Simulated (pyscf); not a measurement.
HSe–GaH–SeH + hydrogen (H₂) → H₂Ga–SeH + H₂Se (four-centre exchange; singlet surface; Ga–Se, H–H broken, Ga–H, H–Se formed). Structures and frequencies: ωB97X-D3(BJ)/def2-SVP in PySCF. Energies in kcal/mol from the separated reactants.

```json
[
 {"level": "PBE/def2-TZVP", "barrier": "27.2", "reaction energy": "+20.6"},
 {"level": "r²SCAN/def2-TZVP", "barrier": "28.4", "reaction energy": "+22.0"},
 {"level": "PBE0-D3(BJ)/def2-TZVP", "barrier": "(withheld)", "reaction energy": "+21.4"},
 {"level": "M06-2X/def2-TZVP", "barrier": "(withheld)", "reaction energy": "(withheld)"},
 {"level": "ωB97M-D3(BJ)/def2-TZVP", "barrier": "32.9", "reaction energy": "+19.1"},
 {"level": "HF/def2-TZVP", "barrier": "46.3", "reaction energy": "+16.9"}
]
```

Q: Fill in the missing entries.

A: 
- PBE0-D3(BJ)/def2-TZVP, barrier: 28.3
- M06-2X/def2-TZVP, barrier: 33.8
- M06-2X/def2-TZVP, reaction energy: +24.0

The functionals in the table span 6.7 kcal/mol in this barrier, from PBE to M06-2X. On the product side the descent ends in an adduct with a Ga–Se contact, 13.2 kcal/mol under the separated species and 21.8 kcal/mol under the saddle at ωB97X-D3(BJ)/def2-TZVP. What is counted as broken (Ga–Se) persists as a longer contact in the product adduct; parting that adduct is a step of its own. One saddle was located; it need not be the lowest between these sides. Elements up to Kr have no core potential and no relativistic terms here.
